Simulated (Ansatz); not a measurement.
Input for Ansatz (development build ahead of 0.2.0):

```yaml
crystal:
  periodic: [false, false, false]
  atoms:
    - { symbol: C, position_ang: [0.0, 0.0, -1.17478] }
    - { symbol: C, position_ang: [0.0, 0.0, 0.27828] }
    - { symbol: "N", position_ang: [0.0, 0.0, 1.43514] }
    - { symbol: H, position_ang: [0.0, -1.0314, -1.55566] }
    - { symbol: H, position_ang: [-0.89322, 0.5157, -1.55566] }
    - { symbol: H, position_ang: [0.89322, 0.5157, -1.55566] }
basis:
  gaussian: { orbitals: cc-pVTZ }
hamiltonian:
  xc: hf
correlation:
  method: mp2
  frozen_orbitals: { C: 1, H: 0, "N": 1 }
```

The input is written out in the form of the current development build from the run's settings.

Output:

```json
{
 "Converged": "yes",
 "Reference energy": "-131.97231 hartree",
 "Correlation energy": "-0.51601 hartree",
 "Total energy": "-132.48832 hartree",
 "Spin squared of the determinant": "0.000"
}
```
